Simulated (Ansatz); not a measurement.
Ansatz (a program for electronic structure) input (CCSD(T)/aug-cc-pVDZ):

Ansatz 0.2 input:
```yaml
crystal:
  periodic: [false, false, false]
  atoms:
    - {symbol: B, position_ang: [-0.00269306, 0.50230670, -0.01136945]}
    - {symbol: F, position_ang: [1.14286566, -0.13323795, 0.01059612]}
    - {symbol: F, position_ang: [-1.14136952, -0.14582133, -0.00427976]}
basis:
  gaussian:
    orbitals: aug-cc-pVDZ
magnetization: {spin_polarized: true, initial_magnetization: 1}
correlation: {method: ccsd_t, electrons: outside_noble_gas}
output: {forces: true}
```

End of the output:

```
mean field evaluation 1: about -6083.0606 eV, gradient 2.2e1 eV
mean field evaluation 2: about -6083.0941 eV, gradient 2.2e1 eV
mean field evaluation 4: about -6085.3189 eV, gradient 2.4e0 eV
mean field evaluation 8: about -6085.4128 eV, gradient 1.1e-1 eV
mean field evaluation 16: about -6084.6857 eV, gradient 1.3e1 eV
mean field -6085.41296944 eV, -223.6348017860 hartree, gradient 1.6e-6 eV, S^2 0.752210; 0 other end points of the search recorded, 0 dependent functions left out
3 core orbitals not correlated
reference -6085.41296944 eV, -223.6348017860 hartree; 9, 8 occupied and 57, 58 virtual orbitals, 648 factors
densities: 0.46 GiB planned
second order -12.62406990 eV of doubles, -0.00000000 eV of singles
coupled cluster: 0.33 GiB planned
cycle   1  -12.43014449 eV  change    1.9e-1 eV  update   9.0e-2
cycle   2  -12.70888450 eV  change   -2.8e-1 eV  update   2.5e-2
cycle   3  -12.78529714 eV  change   -7.6e-2 eV  update   1.5e-2
cycle   4  -12.77920334 eV  change    6.1e-3 eV  update   3.7e-3
cycle   5  -12.77662138 eV  change    2.6e-3 eV  update   1.6e-3
cycle   6  -12.77759797 eV  change   -9.8e-4 eV  update   4.8e-4
cycle   7  -12.77773976 eV  change   -1.4e-4 eV  update   1.8e-4
cycle   8  -12.77771013 eV  change    3.0e-5 eV  update   6.3e-5
cycle   9  -12.77772713 eV  change   -1.7e-5 eV  update   2.3e-5
cycle  10  -12.77772766 eV  change   -5.3e-7 eV  update   6.3e-6
cycle  11  -12.77772775 eV  change   -8.4e-8 eV  update   2.4e-6
cycle  12  -12.77772904 eV  change   -1.3e-6 eV  update   9.4e-7
perturbative correction -0.31308491 eV, -0.0115056583 hartree
the calculation of the forces begins
Total energy: -6098.50378339 eV, -224.1158803254 hartree
Atom 0 at    -0.002693     0.502307    -0.011369 Å, force    -0.007695     1.435298    -0.032487 eV/Å
Atom 1 at     1.142866    -0.133238     0.010596 Å, force     1.231227    -0.710887     0.024237 eV/Å
Atom 2 at    -1.141370    -0.145821    -0.004280 Å, force    -1.223532    -0.724410     0.008250 eV/Å
Dipole moment:    -0.000331     0.061749    -0.001398 e Å
```

It need not be the lowest isomer of its formula.
